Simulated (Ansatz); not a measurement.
Geometry optimisation of the cluster Mg₂H₂.

```yaml
crystal:
  periodic: [false, false, false]
  atoms:
    - {symbol: Mg, position_ang: [-1.428834, 0.196418, 0.033489]}
    - {symbol: Mg, position_ang: [1.428488, -0.198392, -0.036431]}
    - {symbol: H, position_ang: [-3.145896, 0.435677, 0.078460]}
    - {symbol: H, position_ang: [3.146243, -0.433703, -0.075517]}
basis:
  gaussian: {orbitals: def2-TZVP}
magnetization: {spin_polarized: true, initial_magnetization: 2}
hamiltonian: {xc: pbe, dispersion: d4}
scf: {omitted_lower_state_checks: [starts]}
output: {orbitals: {seedname: orbitals}}
relax: {f_tol: 0.02, max_steps: 100}
```

```sh
$ ansatz run in.yaml --threads 4 --pin off --events-out ev --progress --plain --max-ram 3916MiB
```

It prints (some lines left out):

```
Functional definition: PBE
mean field -10911.09941179 eV, -400.9755075743 hartree, gradient 2.0e-10 eV, S^2 2.003031; 0 other end points of the search recorded, 0 dependent functions left out
relax step   1: F+E_penalty+E_count = -10911.14809000 eV  Δ(F+E_penalty+E_count) = +0.000e0 eV  max|allowed force component| = 1.530e-1 eV/Å  Δτ_max = 0.0000 Å  (260 SCF iters, accepted)
mean field -10911.09709970 eV, -400.9754226067 hartree, gradient 3.5e-9 eV, S^2 2.003162; 0 other end points of the search recorded, 0 dependent functions left out
relax step   2: F+E_penalty+E_count = -10911.14658839 eV  Δ(F+E_penalty+E_count) = +1.502e-3 eV  max|allowed force component| = 1.699e-1 eV/Å  Δτ_max = 0.0685 Å  (207 SCF iters, rejected (line search))
mean field -10911.10340165 eV, -400.9756541991 hartree, gradient 3.0e-9 eV, S^2 2.002991; 0 other end points of the search recorded, 0 dependent functions left out
relax step   3: F+E_penalty+E_count = -10911.15248181 eV  Δ(F+E_penalty+E_count) = -4.392e-3 eV  max|allowed force component| = 1.602e-2 eV/Å  Δτ_max = 0.0334 Å  (204 SCF iters, accepted)
mean field -10911.10537734 eV, -400.9757268043 hartree, gradient 5.9e-10 eV, S^2 2.003009; 0 other end points of the search recorded, 0 dependent functions left out
relax step   4: F+E_penalty+E_count = -10911.15445553 eV  Δ(F+E_penalty+E_count) = -1.974e-3 eV  max|allowed force component| = 5.509e-2 eV/Å  Δτ_max = 0.0258 Å  (107 SCF iters, accepted)
mean field -10911.11696515 eV, -400.9761526485 hartree, gradient 1.9e-8 eV, S^2 2.003086; 0 other end points of the search recorded, 0 dependent functions left out
relax step   5: F+E_penalty+E_count = -10911.16608725 eV  Δ(F+E_penalty+E_count) = -1.163e-2 eV  max|allowed force component| = 1.376e-1 eV/Å  Δτ_max = 0.0423 Å  (80 SCF iters, accepted)
mean field -10911.27316713 eV, -400.9818929653 hartree, gradient 1.3e-5 eV, S^2 2.004279; 0 other end points of the search recorded, 0 dependent functions left out
relax step   6: F+E_penalty+E_count = -10911.32239866 eV  Δ(F+E_penalty+E_count) = -1.563e-1 eV  max|allowed force component| = 3.695e-1 eV/Å  Δτ_max = 0.2000 Å  (34 SCF iters, accepted)
mean field -10911.44748197 eV, -400.9882989176 hartree, gradient 2.9e-5 eV, S^2 2.005623; 0 other end points of the search recorded, 0 dependent functions left out
relax step   7: F+E_penalty+E_count = -10911.49772814 eV  Δ(F+E_penalty+E_count) = -1.753e-1 eV  max|allowed force component| = 4.222e-1 eV/Å  Δτ_max = 0.1952 Å  (29 SCF iters, accepted)
mean field -10911.57129764 eV, -400.9928490595 hartree, gradient 2.4e-5 eV, S^2 2.005273; 0 other end points of the search recorded, 0 dependent functions left out
relax step   8: F+E_penalty+E_count = -10911.64442646 eV  Δ(F+E_penalty+E_count) = -1.467e-1 eV  max|allowed force component| = 2.454e-1 eV/Å  Δτ_max = 0.1967 Å  (28 SCF iters, accepted)
mean field -10911.56583320 eV, -400.9926482450 hartree, gradient 5.6e-6 eV, S^2 2.005477; 0 other end points of the search recorded, 0 dependent functions left out
relax step   9: F+E_penalty+E_count = -10911.67611532 eV  Δ(F+E_penalty+E_count) = -3.169e-2 eV  max|allowed force component| = 1.513e-1 eV/Å  Δτ_max = 0.1949 Å  (28 SCF iters, accepted)
mean field -10911.58805643 eV, -400.9934649336 hartree, gradient 2.3e-5 eV, S^2 2.005047; 0 other end points of the search recorded, 0 dependent functions left out
relax step  10: F+E_penalty+E_count = -10911.69352802 eV  Δ(F+E_penalty+E_count) = -1.741e-2 eV  max|allowed force component| = 2.104e-2 eV/Å  Δτ_max = 0.0838 Å  (25 SCF iters, accepted)
mean field -10911.59234519 eV, -400.9936225426 hartree, gradient 3.0e-5 eV, S^2 2.005065; 0 other end points of the search recorded, 0 dependent functions left out
relax step  11: F+E_penalty+E_count = -10911.69519331 eV  Δ(F+E_penalty+E_count) = -1.665e-3 eV  max|allowed force component| = 3.068e-2 eV/Å  Δτ_max = 0.0396 Å  (25 SCF iters, accepted)
mean field -10911.59147215 eV, -400.9935904592 hartree, gradient 2.9e-5 eV, S^2 2.005168; 0 other end points of the search recorded, 0 dependent functions left out
relax step  12: F+E_penalty+E_count = -10911.69643100 eV  Δ(F+E_penalty+E_count) = -1.238e-3 eV  max|allowed force component| = 1.498e-2 eV/Å  Δτ_max = 0.0405 Å  (23 SCF iters, accepted)
mean field -10911.59150618 eV, -400.9935917098 hartree, gradient 2.6e-5 eV, S^2 2.005175; 0 other end points of the search recorded, 0 dependent functions left out
relax step  13: F+E_penalty+E_count = -10911.69648483 eV  Δ(F+E_penalty+E_count) = -5.383e-5 eV  max|allowed force component| = 1.883e-2 eV/Å  Δτ_max = 0.0200 Å  (25 SCF iters, accepted)
mean field -10911.59162886 eV, -400.9935962180 hartree, gradient 2.6e-5 eV, S^2 2.005152; 0 other end points of the search recorded, 0 dependent functions left out
relax step  14: F+E_penalty+E_count = -10911.69653981 eV  Δ(F+E_penalty+E_count) = -5.497e-5 eV  max|allowed force component| = 1.058e-2 eV/Å  Δτ_max = 0.0039 Å  (20 SCF iters, accepted)
mean field -10911.59149018 eV, -400.9935911219 hartree, gradient 3.3e-5 eV, S^2 2.005130; 0 other end points of the search recorded, 0 dependent functions left out
relax step  15: F+E_penalty+E_count = -10911.69656136 eV  Δ(F+E_penalty+E_count) = -2.156e-5 eV  max|allowed force component| = 1.896e-3 eV/Å  Δτ_max = 0.0028 Å  (20 SCF iters, accepted)
mean field -10911.59147181 eV, -400.9935904466 hartree, gradient 4.1e-5 eV, S^2 2.005128; 0 other end points of the search recorded, 0 dependent functions left out
relax step  16: F+E_penalty+E_count = -10911.69657228 eV  Δ(F+E_penalty+E_count) = -1.092e-5 eV  max|allowed force component| = 2.599e-3 eV/Å  Δτ_max = 0.0018 Å  (19 SCF iters, accepted)
mean field -10911.59148175 eV, -400.9935908120 hartree, gradient 4.1e-5 eV, S^2 2.005127; 0 other end points of the search recorded, 0 dependent functions left out
relax step  17: F+E_penalty+E_count = -10911.69658446 eV  Δ(F+E_penalty+E_count) = -1.218e-5 eV  max|allowed force component| = 2.598e-3 eV/Å  Δτ_max = 0.0017 Å  (20 SCF iters, accepted)
mean field -10911.59149280 eV, -400.9935912180 hartree, gradient 4.4e-5 eV, S^2 2.005127; 0 other end points of the search recorded, 0 dependent functions left out
relax step  18: F+E_penalty+E_count = -10911.69659839 eV  Δ(F+E_penalty+E_count) = -1.393e-5 eV  max|allowed force component| = 2.671e-3 eV/Å  Δτ_max = 0.0018 Å  (20 SCF iters, accepted)
mean field -10911.59174038 eV, -400.9936003165 hartree, gradient 2.5e-5 eV, S^2 2.005136; 0 other end points of the search recorded, 0 dependent functions left out
relax step  19: F+E_penalty+E_count = -10911.69691509 eV  Δ(F+E_penalty+E_count) = -3.167e-4 eV  max|allowed force component| = 5.479e-3 eV/Å  Δτ_max = 0.0259 Å  (25 SCF iters, accepted)
mean field -10911.59181354 eV, -400.9936030051 hartree, gradient 1.5e-5 eV, S^2 2.005119; 0 other end points of the search recorded, 0 dependent functions left out
[...]
relax step  26: F+E_penalty+E_count = -10911.72248948 eV  Δ(F+E_penalty+E_count) = -1.040e-2 eV  max|allowed force component| = 1.783e-1 eV/Å  Δτ_max = 0.1446 Å  (28 SCF iters, accepted)
mean field -10911.64500487 eV, -400.9955577505 hartree, gradient 6.9e-6 eV, S^2 2.004997; 0 other end points of the search recorded, 0 dependent functions left out
relax step  27: F+E_penalty+E_count = -10911.73206703 eV  Δ(F+E_penalty+E_count) = -9.578e-3 eV  max|allowed force component| = 3.157e-1 eV/Å  Δτ_max = 0.1953 Å  (29 SCF iters, accepted)
mean field -10911.65068737 eV, -400.9957665783 hartree, gradient 1.9e-5 eV, S^2 2.004780; 0 other end points of the search recorded, 0 dependent functions left out
relax step  28: F+E_penalty+E_count = -10911.76893205 eV  Δ(F+E_penalty+E_count) = -3.687e-2 eV  max|allowed force component| = 2.748e-1 eV/Å  Δτ_max = 0.1914 Å  (28 SCF iters, accepted)
mean field -10911.69107403 eV, -400.9972507608 hartree, gradient 1.1e-5 eV, S^2 2.004295; 0 other end points of the search recorded, 0 dependent functions left out
relax step  29: F+E_penalty+E_count = -10911.80673486 eV  Δ(F+E_penalty+E_count) = -3.780e-2 eV  max|allowed force component| = 1.714e-1 eV/Å  Δτ_max = 0.1598 Å  (28 SCF iters, accepted)
mean field -10911.74287493 eV, -400.9991544085 hartree, gradient 2.6e-5 eV, S^2 2.003785; 0 other end points of the search recorded, 0 dependent functions left out
relax step  30: F+E_penalty+E_count = -10911.85395367 eV  Δ(F+E_penalty+E_count) = -4.722e-2 eV  max|allowed force component| = 1.692e-1 eV/Å  Δτ_max = 0.1952 Å  (27 SCF iters, accepted)
mean field -10911.80315116 eV, -401.0013695194 hartree, gradient 2.7e-5 eV, S^2 2.003282; 0 other end points of the search recorded, 0 dependent functions left out
relax step  31: F+E_penalty+E_count = -10911.91055898 eV  Δ(F+E_penalty+E_count) = -5.661e-2 eV  max|allowed force component| = 2.089e-1 eV/Å  Δτ_max = 0.1918 Å  (27 SCF iters, accepted)
mean field -10911.88396456 eV, -401.0043393568 hartree, gradient 2.6e-5 eV, S^2 2.002651; 0 other end points of the search recorded, 0 dependent functions left out
relax step  32: F+E_penalty+E_count = -10911.98307257 eV  Δ(F+E_penalty+E_count) = -7.251e-2 eV  max|allowed force component| = 2.572e-1 eV/Å  Δτ_max = 0.1924 Å  (28 SCF iters, accepted)
mean field -10911.99278928 eV, -401.0083385916 hartree, gradient 2.5e-5 eV, S^2 2.001964; 0 other end points of the search recorded, 0 dependent functions left out
relax step  33: F+E_penalty+E_count = -10912.07308154 eV  Δ(F+E_penalty+E_count) = -9.001e-2 eV  max|allowed force component| = 2.572e-1 eV/Å  Δτ_max = 0.1934 Å  (27 SCF iters, accepted)
mean field -10912.11943008 eV, -401.0129925554 hartree, gradient 9.6e-6 eV, S^2 2.001346; 0 other end points of the search recorded, 0 dependent functions left out
relax step  34: F+E_penalty+E_count = -10912.18849518 eV  Δ(F+E_penalty+E_count) = -1.154e-1 eV  max|allowed force component| = 2.214e-1 eV/Å  Δτ_max = 0.1953 Å  (28 SCF iters, accepted)
mean field -10912.08309803 eV, -401.0116573769 hartree, gradient 1.9e-5 eV, S^2 2.001017; 0 other end points of the search recorded, 0 dependent functions left out
relax step  35: F+E_penalty+E_count = -10912.15303232 eV  Δ(F+E_penalty+E_count) = +3.546e-2 eV  max|allowed force component| = 6.814e-1 eV/Å  Δτ_max = 0.1944 Å  (26 SCF iters, rejected (line search))
mean field -10912.14764671 eV, -401.0140294974 hartree, gradient 3.8e-5 eV, S^2 2.001152; 0 other end points of the search recorded, 0 dependent functions left out
relax step  36: F+E_penalty+E_count = -10912.21596768 eV  Δ(F+E_penalty+E_count) = -2.747e-2 eV  max|allowed force component| = 7.733e-2 eV/Å  Δτ_max = 0.0938 Å  (24 SCF iters, accepted)
mean field -10912.15007248 eV, -401.0141186428 hartree, gradient 3.1e-5 eV, S^2 2.001223; 0 other end points of the search recorded, 0 dependent functions left out
relax step  37: F+E_penalty+E_count = -10912.21896986 eV  Δ(F+E_penalty+E_count) = -3.002e-3 eV  max|allowed force component| = 5.410e-2 eV/Å  Δτ_max = 0.0607 Å  (25 SCF iters, accepted)
mean field -10912.15056546 eV, -401.0141367594 hartree, gradient 1.5e-5 eV, S^2 2.001189; 0 other end points of the search recorded, 0 dependent functions left out
relax step  38: F+E_penalty+E_count = -10912.21959027 eV  Δ(F+E_penalty+E_count) = -6.204e-4 eV  max|allowed force component| = 9.565e-3 eV/Å  Δτ_max = 0.0143 Å  (25 SCF iters, accepted)
mean field -10912.15056546 eV, -401.0141367594 hartree, gradient 1.5e-5 eV, S^2 2.001189; 0 other end points of the search recorded, 0 dependent functions left out
Total energy: -10912.21963658 eV, -401.0166750761 hartree
Atom 0 at    -2.014787     1.064017    -0.475523 Å, force     0.009565    -0.002291     0.000413 eV/Å
Atom 1 at     0.843283     0.085243    -0.155392 Å, force    -0.005376     0.008555    -0.005087 eV/Å
Atom 2 at    -1.029318    -0.279905     0.307139 Å, force    -0.005229    -0.003788     0.003141 eV/Å
Atom 3 at     2.200823    -0.869355     0.323777 Å, force     0.001040    -0.002476     0.001532 eV/Å
Dipole moment:    -0.464222     0.252648    -0.114569 e Å
Checks for a lower state left out: starts
```

Run time 46 s (4 threads of Arm Neoverse V1 on a shared host).

At PBE-D4/def2-TZVP a singlet of charge 0 lies 1.09 eV below the triplet, each at its own geometry. The structure comes from a short search, and lower isomers may exist.
